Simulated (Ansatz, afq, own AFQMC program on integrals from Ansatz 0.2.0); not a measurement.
# CH₄Si, singlet in 6-31G, levels against CCSDT(Q)

```json
{"atom": "Si", "x (Å)": "0.0000", "y (Å)": "0.0000", "z (Å)": "0.5299"}
{"atom": "C", "x (Å)": "0.0000", "y (Å)": "0.0000", "z (Å)": "-1.1689"}
{"atom": "H", "x (Å)": "0.0000", "y (Å)": "1.2445", "z (Å)": "1.3276"}
{"atom": "H", "x (Å)": "0.0000", "y (Å)": "-1.2445", "z (Å)": "1.3276"}
{"atom": "H", "x (Å)": "0.0000", "y (Å)": "0.9175", "z (Å)": "-1.7458"}
{"atom": "H", "x (Å)": "0.0000", "y (Å)": "-0.9175", "z (Å)": "-1.7458"}
```

Connectivity, by distances: SiH2–CH2.

Basis 6-31G. Only valence electrons are correlated. Integrals, coupled cluster, full CI and functionals: Ansatz 0.2.0; the random walks run on the same integrals in our own AFQMC program. ph-AFQMC/CISD is guided by a CISD state made of CCSD amplitudes; releasing the constraint for a short imaginary time cuts its bias at the price of noise, slowly where states lie close. Free AFQMC starts from the CCSD state and is never constrained. Its projection time is finite, and what remains of the start isn't in its error. Uncertainties: one standard error, sampling alone.

Determinant: UHF, the one that the program's search chose, which needn't be the lowest solution. The geometry is a point of a scan.

No full CI on the walks' own integrals is used here; CCSDT(Q) serves as the reference and is uncertain by about the last step of the cluster series.

Cautions: higher spins were not checked; an unrestricted solution with more broken spin lies lower (126 meV, ⟨S²⟩ 0.38), while this determinant keeps restricted orbitals.

- T1 diagnostic: 0.0120
- weight of the determinant in the CISD state: 0.879
- ⟨S²⟩ of the determinant: 0.000
- size of the correlated space: 12 electrons in 24 orbitals

Reference: CCSDT(Q), correlation energy -5.145 eV. The released energy is read at 2.40 1/Eh (meV from the phaseless value at times in 1/Eh: 11 ± 10 at 0.24, 2 ± 7 at 0.51, -9 ± 9 at 0.99, 16 ± 7 at 1.62, 19 ± 8 at 2.40).

```json
{"level": "HF", "E − E(reference) (kJ/mol)": "496.5", "share of correlation (%)": "0.00"}
{"level": "MP2", "E − E(reference) (kJ/mol)": "91.5", "share of correlation (%)": "81.56"}
{"level": "CCSD", "E − E(reference) (kJ/mol)": "15.3", "share of correlation (%)": "96.91"}
{"level": "CCSD(T)", "E − E(reference) (kJ/mol)": "2.3", "share of correlation (%)": "99.53"}
{"level": "CCSDT", "E − E(reference) (kJ/mol)": "1.1", "share of correlation (%)": "99.78"}
{"level": "ph-AFQMC/HF", "E − E(reference) (kJ/mol)": "0.8 ± 5.3", "share of correlation (%)": "99.83"}
{"level": "ph-AFQMC/CISD", "E − E(reference) (kJ/mol)": "-0.1 ± 1.9", "share of correlation (%)": "100.02"}
{"level": "released AFQMC", "E − E(reference) (kJ/mol)": "1.7 ± 0.8", "share of correlation (%)": "99.65"}
{"level": "free AFQMC", "E − E(reference) (kJ/mol)": "-0.4 ± 1.0", "share of correlation (%)": "100.08"}
```

Free projections are given only where their last times agree within the noise and don't stop above the reference; a slow remainder of the start can still hide under it. A walk keeps the symmetry of its determinant, which the program's search chose and which needn't be the lowest solution, so a lower state of the same spin and another symmetry isn't excluded. Released energies are given only where the last usable release times agree within the noise; a slower fall can still hide under it.
